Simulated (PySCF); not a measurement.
CH₃, SMILES [CH3], multiplicity 2.

The structure is a stationary point at TPSSh-D3(BJ)/def2-TZVPD. The isomer is the one that the SMILES or the coordinates give; other isomers of the formula were not compared.

Two levels are set side by side: PBE/def2-TZVPD (PySCF) and r2SCAN/def2-TZVPD (PySCF). Same geometry, gas phase. Differences are taken from unrounded values.

```json
[
 {"quantity": "α-spin orbital gap (eV)", "PBE": "5.37"},
 {"quantity": "β-spin orbital gap (eV)", "PBE": "7.07"},
 {"quantity": "mean polarisability (bohr³)", "PBE": "16.7"}
]
```

Problem. These are the PBE values. What does r2SCAN give? (The exact figures need the calculation; the answer reports its results.)

Solution. 
```csv
quantity,r2SCAN,PBE minus r2SCAN
α-spin orbital gap (eV),6.70,-1.34
β-spin orbital gap (eV),8.33,-1.26
mean polarisability (bohr³),16.1,0.6
```

Rough cost on one machine, each run with all the roots and properties that it gave: r2SCAN against PBE about 3 times.
